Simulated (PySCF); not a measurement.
Gas-phase reaction: 2 BH = B + BH2

Energies from PySCF, thermal terms from the rigid-rotor harmonic-oscillator model, ideal gas at 1 bar. The comparison is the NASA 1993 polynomial table, which mixes measured and estimated data. After a fit of one offset per element over all species, the range-separated, M06-2X, PBE0/def2-QZVP and CCSD(T)/def2-TZVPP enthalpies, where run, lie to one side of the table for BH2 (+121 kJ/mol): a fault of the table's entry, another state or a shared error of the levels is possible; this was not checked at source. S°(298 K) at PBE0/def2-TZVP differs from the NASA 1993 table for BH2 (+14 J/mol/K); whether the harmonic model or the table's entry is off was not settled. † marks an energy on the PBE0/def2-TZVP geometry and frequencies; other levels use their own. CCSD(T) freezes the core. 6-31G* has spherical d functions here. Open shells (unrestricted): B (multiplicity 2, electronic degeneracy 6), BH2 (multiplicity 2); the rest are closed-shell singlets. Spin-orbit splitting is ignored; it lowers the true energy and changes the entropy of B. For this reaction the table lies outside the span of B3LYP, CCSD(T), M06-2X, MP2, PBE0, r2SCAN, ωB97M-V, ωB97X-V in their largest bases here; which side is off was not settled. CCSD(T) isn't extrapolated to the basis-set limit; its ΔH°(298 K) is 3.5 kJ in def2-SVP and 8.7 kJ in def2-TZVPP. The harmonic model lacks anharmonicity and excited electronic states, which grow with temperature; levels with a mode under 35 cm⁻¹ are left out. The table's entry may be an old estimate for BH, BH2 (not checked at source).

```
level               ΔH°(298 K), kJ  minus table  ΔG°(800 K), kJ
------------------  --------------  -----------  --------------
table                       -124.5            -          -116.4
CCSD(T)/def2-SVP†              3.5        128.0             0.7
HF/6-31G*                    -83.3         41.2           -86.4
HF/def2-TZVP†                -76.3         48.2           -79.2
M06-2X/def2-TZVP†             -9.3        115.2           -12.2
PBE0/def2-TZVP               -37.7         86.8           -40.6
LDA/def2-TZVP†               -22.1        102.4           -25.0
ωB97M-V/def2-TZVP†             7.0        131.5             4.1
ωB97X-V/def2-TZVP†           -12.7        111.8           -15.6
```
